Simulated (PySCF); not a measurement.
Consider hydroperoxo, `[O]O` (HO2•, doublet). Atom numbers as in the mapped SMILES `[O:1][OH:2]`.

These are calculated values, PBE0-D3(BJ)/ma-def2-TZVP in PySCF (grid level 2) at geometries from PBE0-D3(BJ)/ma-def2-SVP. Zero-point and thermal terms (298.15 K, 1 bar) come from unscaled PBE0-D3(BJ)/ma-def2-SVP harmonic frequencies, with soft modes damped to free rotors in the entropy.

(1) What are the vertical and the adiabatic ionisation energy for forming the singlet cation?

(2) What are the vertical and the adiabatic ionisation energy for forming the triplet cation?

(3) Where does the unpaired spin of the relaxed triplet cation sit?

(4) What are the vertical and the adiabatic electron affinity for forming the singlet anion?

(5) Which spin state does oxidation lead to?

Answers

(1) 12.38 eV vertical and 11.91 eV adiabatic, the latter with zero-point energy.

(2) 11.44 eV vertical and 11.17 eV adiabatic, the latter with zero-point energy.

(3) O1 (oxygen) 1.37, O2 (hydroxyl oxygen) 0.60 (intrinsic atomic orbital populations).

(4) 0.20 eV vertical and 0.71 eV adiabatic, the latter with zero-point energy.

(5) The triplet, 0.74 eV below the singlet.

Caveats: the singlet was run as a closed shell, which can place it too high against the triplet, even in the wrong order.
